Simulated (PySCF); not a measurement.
## Threshold energies of BH in a plasma

r²SCAN in PySCF with def2-TZVPPD on every atom, for the lowest determinant that a PBE0 search found; no spin–orbit coupling.

```
species  state (unpaired electrons)  Re (Å)  ωe (cm⁻¹)  energy of the minimum from the neutral (eV)  De (eV)  dissociates to
     BH      singlet (closed shell)   1.241       2304                                         0.00     3.44           B + H
    BH⁺               doublet (σ ↑)   1.206       2536                                         9.35     2.86          B⁺ + H
```

Task: Work out the lowest energy to break BH into atoms, from its vibrational ground state.

Result: D0 = De − ωe/2 = 3.44 − 0.14 = 3.30 eV (r²SCAN/def2-TZVPPD).

Task: Work out the ionisation energy of the B atom at this level and the threshold of dissociative ionisation.

Result: IE(B) = 9.35 + 2.86 − 3.44 = 8.77 eV, so B⁺ + H + e⁻ appears at D0 + IE(B) = 12.07 eV (r²SCAN/def2-TZVPPD). The measured IE(B) is 8.298 eV (NIST ASD).

These are thermodynamic thresholds; the onsets seen under electron impact lie higher where the geometry changes, and cross-sections peak well above them.

For an ion De counts to the pair picked by the measured ionisation energies or electron affinities, which need not be the lowest pair at this level. States were picked by a PBE0 search and need not be the measured ground states.
